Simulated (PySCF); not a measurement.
**Adding and removing an electron: NaN**

ROHF-SCS-MP2; PySCF, no relativity, basis sets Na 6-31G(d,p), N 6-31G(d,p). Neutral (ROHF): triplet (π ↑↑), Re = 2.257 Å, ωe = 405 cm⁻¹, De = 0.22 eV.

NaN⁺ (UHF): quartet (σ ↑, π ↑↑), Re = 2.723 Å, ωe = 136 cm⁻¹, De = 0.13 eV to Na⁺ + N. The energies at the minima are -216.30231 hartree for NaN and -216.11657 for NaN⁺.

**Question.** Work out the adiabatic ionisation energy, without and with harmonic zero-point energies (1 hartree = 27.2114 eV, 1 eV = 8065.5 cm⁻¹), and the change of the bond length.

**Answer.** At SCS-MP2: 0.18574 hartree = 5.054 eV between the minima; the zero-point term (136.0 − 405.0)/2 cm⁻¹ = -0.017 eV makes it 5.038 eV. Re changes by +46.6 pm against the neutral. The electron leaves a σ orbital, and the ion is left as a loose complex of an ion and an atom.

Correlated steps freeze 2 core orbitals. UHF and ROHF references stand side by side, which adds small steps between rows. Weak bonds: NaN, NaN⁺. Basis-set superposition, not corrected here, can be much of De in a small basis, most of all at correlated wavefunction levels. For an ion De counts to the pair picked by the measured ionisation energies or electron affinities, which need not be the lowest pair at this level. States were picked by a PBE0 search and need not be the measured ground states.

Neutral and ion stand on different kinds of reference determinant, which adds to the error of the difference.
